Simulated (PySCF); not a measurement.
Pentafluorophosphorane, PF5.
SMILES with atom numbers: `[F:1][P:2]([F:3])([F:4])([F:5])[F:6]`

Geometry (PBE0-D3(BJ)/def2-SVP, Å), atoms numbered from 1 in this order:
```
atom  x, y, z in Å
F1     0.6422   -0.5738   -1.3522
P2     0.0032   -0.0053   -0.0075
F3     1.1101    1.1043    0.0491
F4     0.2439   -1.3887    0.6915
F5    -1.3442    0.2681   -0.7626
F6    -0.6358    0.5639    1.3371
```

Computed with PySCF at CAM-B3LYP/def2-SVPD, non-relativistic, on one gas-phase PBE0-D3(BJ)/def2-SVP geometry that isn't relaxed in the solvent. The solvent is an IEF-PCM continuum (cavity from Bondi-type radii × 1.2), and excitations are vertical TDDFT with non-equilibrium linear response and a frozen core. The model holds no explicit solvent molecules, cavitation or dispersion.

Gas-phase singlets (H = HOMO, L = LUMO):

```json
{"state": "S1", "E (eV)": "10.132", "λ (nm)": "122", "f": "0.000", "leading configurations": "H→L 82%"}
{"state": "S2", "E (eV)": "10.133", "λ (nm)": "122", "f": "0.000", "leading configurations": "H-1→L 82%"}
{"state": "S3", "E (eV)": "10.856", "λ (nm)": "114", "f": "0.026", "leading configurations": "H-2→L 86%"}
{"state": "S4", "E (eV)": "10.856", "λ (nm)": "114", "f": "0.026", "leading configurations": "H-3→L 86%"}
{"state": "S5", "E (eV)": "11.336", "λ (nm)": "109", "f": "0.150", "leading configurations": "H-4→L 90%"}
```

**Question.** Give the list for chloroform (ε = 4.711), n² = 2.09.

**Answer.** 
```
state  E (eV)  λ (nm)      f  leading configurations  change by rank (eV)
   S1  10.164     122  0.000                 H→L 81%               +0.032
   S2  10.165     122  0.000               H-1→L 81%               +0.032
   S3  10.894     114  0.032               H-2→L 88%               +0.038
   S4  10.895     114  0.032               H-3→L 88%               +0.039
   S5  11.308     110  0.183               H-4→L 89%               -0.028
```

**Question.** How do the frontier levels move from gas to chloroform?

**Answer.** 
| orbital | gas (eV) | solvent (eV) | change (eV) |
| --- | --- | --- | --- |
| LUMO+2 | 2.34 | 2.49 | +0.15 |
| LUMO+1 | 2.34 | 2.49 | +0.15 |
| LUMO | 0.18 | 0.33 | +0.15 |
| HOMO | -13.97 | -13.84 | +0.13 |
| HOMO-1 | -13.98 | -13.84 | +0.14 |
| HOMO-2 | -14.62 | -14.51 | +0.11 |
| HOMO-3 | -14.62 | -14.51 | +0.11 |

The HOMO–LUMO gap goes from 14.16 to 14.17 eV.

The run took 15 s wall on one thread, Arm Neoverse V2 (aarch64), no GPU, shared host, and the process peaked at 0.62 GiB of memory. This is the whole response run at CAM-B3LYP/def2-SVPD in chloroform, SCF included.
